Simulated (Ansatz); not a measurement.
System: hcp Re. Method: r²SCAN in Ansatz (PAW).

Run with plane-wave cutoff 500 eV, 24×24×1 k mesh (along the axes of the cell as run), Fermi–Dirac smearing 0.1 eV, scalar-relativistic PAW data made under PBE.

Problem. Predict the surface energy of the (0001) face and work function of the (0001) face.

Solution. 
- surface energy of the (0001) face: 2.76 J/m²
- work function of the (0001) face: 4.96 eV

The slab of 6 atoms is relaxed and unreconstructed.

Spin–orbit coupling is not included.

The computed numbers hold no vibrational or temperature effects.

Computing time: roughly 11 core-minutes.

Ansatz is a first-principles code.
